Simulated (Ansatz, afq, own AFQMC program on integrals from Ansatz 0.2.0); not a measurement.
AFQMC on a folder of integrals that Ansatz 0.2.0 wrote.

```yaml
crystal:
  periodic: [false, false, false]
  atoms:
    - {symbol: N, position_ang: [-0.030066, -0.130755, 0.661245]}
    - {symbol: C, position_ang: [0.116167, 0.102607, -0.745850]}
    - {symbol: H, position_ang: [-0.282647, 0.742725, 1.141042]}
    - {symbol: H, position_ang: [-0.683794, -0.148384, -1.442336]}
basis:
  gaussian: {orbitals: cc-pVDZ}
magnetization: {spin_polarized: true, initial_magnetization: 3}
correlation: {method: ccsd_t, electrons: outside_noble_gas, hamiltonian_folder: ham}
```

```sh
$ ansatz run in.yaml --threads 1 --pin off --events-out ev --progress --plain --max-ram 1382MiB
```

Options of the walk:

```
--method phaseless --trial hf --walkers 120 --populations 1 --least-time 40 --time-step 0.005 --steps-per-block 20 --equilibration-blocks 112 --max-blocks 600 --target-error 0.0012000 --factor-cut 1e-05 --start spin_pure --seed 1136 --taylor-order 6
```

Times are imaginary, in 1/Eh. The walk had a cap of 1161 s.

afq prints:

```
orbitals 36  electrons 7 4  factors 281 of 359
reference energy -93.31844842 Eh
CCSD correlation -0.24719077 Eh in 16 cycles, weight of the determinant in the CISD state 0.9056
energy of the start -93.318683 Eh
 block  time / (1/Eh)  mean weight  energy / Eh
     1     0.100  1.0034  -93.376991
     2     0.200  0.9997  -93.425432
     3     0.300  1.0008  -93.446369
     4     0.400  0.9998  -93.478456
     5     0.500  1.0022  -93.501751
     7     0.700  1.0021  -93.532425
     9     0.900  1.0030  -93.540185
    18     1.800  1.0004  -93.541199
    52     5.200  1.0019  -93.585166
    86     8.600  1.0000  -93.579523
   120    12.000  0.9994  -93.550829
   154    15.400  0.9970  -93.596098
   188    18.800  1.0002  -93.582350
   222    22.200  1.0011  -93.578684
   256    25.600  1.0002  -93.599773
   290    29.000  1.0028  -93.586010
   324    32.400  0.9982  -93.566235
   358    35.800  0.9991  -93.595542
   375    37.500  1.0018  -93.534959
   392    39.200  1.0000  -93.602588
   426    42.600  1.0020  -93.537531
   460    46.000  1.0011  -93.585024
   494    49.400  0.9984  -93.546491
   528    52.800  1.0000  -93.570864
   562    56.200  1.0002  -93.563375
   596    59.600  0.9999  -93.608756
   630    63.000  0.9994  -93.589723
   664    66.400  1.0013  -93.589711
   698    69.800  1.0012  -93.577990
blocks merged  error / Eh  count
     1  0.000738  600
     2  0.000972  300
     4  0.001247  150
     8  0.001510  75
    16  0.001532  37
    32  0.001315  18
    64  0.001151  9
energy -93.572006 +/- 0.001532 Eh
(rows thinned)
```

The run passed its tests (sampling time, drift between the halves within three errors, error under three times the target), which doesn't prove that it has relaxed.

Against this walk (error 41.7 meV) on the same determinant: CCSD(T) 19.6 meV higher (within the noise), CCSDT(Q) 12.9 meV lower (within the noise), a separate phaseless walk with a CISD trial and standard settings 7.4 ± 43.0 meV higher (within the noise). The error is statistical and leaves out the bias of the constraint.

Cautions: constraint bias not in the error; error above the target (41.7 against 32.7 meV); lower spins were not checked.

The walk took 110 s on 1 thread of AMD EPYC 9R45 96-Core Processor (Zen 5), on a shared host. The log's last line is the phaseless energy.

CCSDT and higher add their correlation energy to the determinant of the CCSD(T) run, since their own runs factorise the integrals more tightly (a shift of under 2 meV).
